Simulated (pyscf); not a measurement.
Single points on ωB97X-D3(BJ)/def2-SVP structures (PySCF, gas phase).

Problem. H₂N–Si•(Cl)–Cl + HCl → H₂N–Si(Cl)(Cl)–Cl + H•
Surface: doublet. Broken: Cl–H. Formed: Cl–Si. Give ΔE‡ and ΔE from ωB97M-D3(BJ)/def2-TZVP, relative to the separated reactants.

Solution. ΔE‡ = 60.1 kJ/mol, ΔE = -31.8 kJ/mol. Zero-point energy shifts the barrier by -7.7 kJ/mol. It is an atom transfer, with an imaginary mode of 705i cm⁻¹. One saddle was located; it need not be the lowest between these sides. The angle at the transferred Cl is 178°.
